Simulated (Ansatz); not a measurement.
Reaction (SMILES): C=O (CH2-O) + 2 [H][H] (H2) → C (CH4) + O (H2O)
B3LYP-D3(BJ)/def2-TZVP geometries, fixed; electronic energies without zero-point terms.
Largest species:
```xyz
5

C      0.0000     0.0000     0.0000
H      0.6205     0.6269     0.6390
H     -0.6429    -0.6249     0.6185
H      0.6369    -0.6328    -0.6166
H     -0.6146     0.6308    -0.6409
```

Effect of a fitting basis named in the input at PBE0/def2-TZVPP with Ansatz (a quantum-chemistry and plane-wave program), against the last row, where the energy of full hydrogenation is -62.69 kcal/mol. The default fits or decomposes integrals by the program's own choice; accuracy: high also tightens integrals, grids and stops.

| setting | largest shift of a total energy (mEh) | shift of the energy of full hydrogenation (kcal/mol) |
|---|---|---|
| fitting: def2-SV(P)-JKFIT | -0.043 | -0.013 |
| fitting: def2-universal-JKFIT | -0.043 | -0.013 |
| fitting: cc-pVTZ-JKFIT | -0.016 | -0.011 |
| fitting: cc-pVQZ-JKFIT | -0.004 | -0.001 |
| fitting: cc-pV5Z-JKFIT | -0.004 | 0.000 |
| accuracy: high | -0.001 | 0.000 |
| accuracy: medium (default) | 0.000 | 0.000 |

Within 0.02 kcal/mol in the energy of full hydrogenation: fitting: def2-SV(P)-JKFIT; fitting: def2-universal-JKFIT; fitting: cc-pVTZ-JKFIT; fitting: cc-pVQZ-JKFIT; fitting: cc-pV5Z-JKFIT; accuracy: high. The largest shift is 0.043 mEh in a total energy and 0.013 kcal/mol in the difference.
